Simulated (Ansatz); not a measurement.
```csv
atom,x (Å),y (Å),z (Å)
S,0.0422,-0.0255,-0.0716
H,0.0116,-0.0349,1.3139
```

RHF-MP2 on singlet SH(-) was run in several spherical basis sets with Ansatz (development build ahead of 0.2.0). Frozen core: 5 orbitals. Caution: no diffuse functions for an anion.

(1) Rank the basis sets by the total energy that they give, lowest first, with the distance from the lowest.
A. 6-31G(d)
B. aug-cc-pVDZ
C. 6-31G

## Answers

(1) B (0.00 eV), A (2.33 eV), C (4.48 eV).

Totals follow the description of the cores as much as that of the bonds, so this order isn't one of quality for chemistry.
